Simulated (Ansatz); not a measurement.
Saddle point of CH$_{7}$OSi, doublet (CH₄O ([CH3][OH]) + SiH₃ → CH₃O ([CH2][OH]) + SiH₄; bonds formed: H1–Si4; bonds broken: H1–C2), PBE0-D4/def2-TZVP structure:

| atom | x (Å) | y (Å) | z (Å) |
| --- | --- | --- | --- |
| H1 | -0.0318 | 0.0949 | 0.2959 |
| C2 | 0.1148 | 1.4043 | -0.4887 |
| O3 | 0.6503 | 1.0981 | -1.7085 |
| Si4 | -0.1287 | -1.4115 | 0.9781 |
| H5 | -0.9068 | 1.7863 | -0.4845 |
| H6 | 0.8220 | 1.9531 | 0.1259 |
| H7 | -0.0286 | 0.7183 | -2.2723 |
| H8 | -0.8745 | -1.3539 | 2.2659 |
| H9 | -0.8493 | -2.3333 | 0.0546 |
| H10 | 1.2327 | -1.9565 | 1.2336 |

Energies are electronic, without zero-point energy. Barriers and step energies count from the start structure reached by relaxing down the imaginary mode; all methods use the PBE0-D4 structures, on which another method's saddle can fall below an end. Computed with Ansatz 0.2.0 (basis: def2-TZVPP, with def2-QZVPP for the basis limit); correlated methods freeze the cores; orbitals are unrestricted. B3LYP uses VWN-RPA correlation. Extrapolation: Hartree–Fock as exp(−7.88 √X), correlation as X^−2.97.

```json
{"method": "SPW92", "barrier (kcal/mol)": "?", "step energy (kcal/mol)": "10.79"}
{"method": "PBE-D4", "barrier (kcal/mol)": "13.91", "step energy (kcal/mol)": "8.78"}
{"method": "BLYP-D4", "barrier (kcal/mol)": "14.47", "step energy (kcal/mol)": "6.67"}
{"method": "r2SCAN-D4", "barrier (kcal/mol)": "15.67", "step energy (kcal/mol)": "6.70"}
{"method": "B97M-V", "barrier (kcal/mol)": "16.21", "step energy (kcal/mol)": "7.40"}
{"method": "PBE0-D4", "barrier (kcal/mol)": "16.86", "step energy (kcal/mol)": "8.13"}
{"method": "B3LYP-D4", "barrier (kcal/mol)": "?", "step energy (kcal/mol)": "6.37"}
{"method": "r2SCAN0-D4", "barrier (kcal/mol)": "17.76", "step energy (kcal/mol)": "6.47"}
{"method": "BHLYP-D4", "barrier (kcal/mol)": "19.82", "step energy (kcal/mol)": "5.27"}
{"method": "CAM-B3LYP-D4", "barrier (kcal/mol)": "18.32", "step energy (kcal/mol)": "5.78"}
{"method": "wB97X-V", "barrier (kcal/mol)": "18.33", "step energy (kcal/mol)": "5.48"}
{"method": "wB97M-V", "barrier (kcal/mol)": "19.22", "step energy (kcal/mol)": "5.77"}
{"method": "B2PLYP", "barrier (kcal/mol)": "18.92", "step energy (kcal/mol)": "6.35"}
{"method": "PBE-QIDH", "barrier (kcal/mol)": "20.28", "step energy (kcal/mol)": "7.86"}
{"method": "RPA on PBE", "barrier (kcal/mol)": "21.46", "step energy (kcal/mol)": "6.75"}
{"method": "HF", "barrier (kcal/mol)": "?", "step energy (kcal/mol)": "2.37"}
{"method": "MP2", "barrier (kcal/mol)": "24.09", "step energy (kcal/mol)": "9.16"}
{"method": "CCSD", "barrier (kcal/mol)": "22.14", "step energy (kcal/mol)": "6.77"}
{"method": "CCSD(T)", "barrier (kcal/mol)": "21.20", "step energy (kcal/mol)": "7.23"}
```

Fill in the withheld barriers. (An estimate is asked for; the value comes from the calculation.)

The calculation gives: HF 26.00; B3LYP-D4 16.74; SPW92 11.06 kcal/mol. Each is the energy of the saddle less that of the start structure, by the same method.

For comparison, the barrier by CCSD(T) at an estimated basis limit (MP2 extrapolated from triple and quadruple zeta, plus CCSD(T) − MP2 in triple zeta) is 20.58 kcal/mol.

T1 diagnostic: at most 0.017. ⟨S²⟩ of the unrestricted Hartree–Fock references: 0.75 to 0.78 (a pure state has 0.75).

Radical steps of this kind take place in plasma deposition and etching.

Labels in which every atom is bracketed show which atoms are joined, not bond orders.

For scale, one of the runs: CCSD(T)/def2-TZVPP, 202 basis functions, launched by `ansatz run in.yaml --threads 4 --pin off --events-out ev --progress --plain --max-ram 9574MiB`. The run took 2.3 min on 4 CPU threads of an Arm Neoverse V2 (shared host), with 6.5 GiB of host memory at its peak.
